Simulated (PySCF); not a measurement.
Level of theory: TPSSh-D3(BJ)/def2-TZVP in PySCF. Isolated molecules, 0 K electronic values unless said otherwise. One relaxed conformer stands for a flexible species; it need not be the lowest. Excitations are Tamm–Dancoff values on a coarser integration grid. The basis has no diffuse functions, so Rydberg states are missing or too high.

Reference species (SMILES): `C=[OH+]` (charge +1, multiplicity 1).

* **T1 excitation (TDA)**: 5.37 eV
* **S1 oscillator strength**: 0.001
* **HOMO–LUMO gap**: 7.14 eV

Changed species: `[H]/[O+]=[CH]\[AlH2]` (X = AlH2, proton added; the reference has X = H, proton added).

Question: Predict the effect on the T1 excitation (TDA), S1 oscillator strength and HOMO–LUMO gap.

Answer: the T1 excitation (TDA) falls by 2.67 eV, to 2.70 eV; the S1 oscillator strength is nearly the same; the HOMO–LUMO gap falls by 3.14 eV, to 4.00 eV.
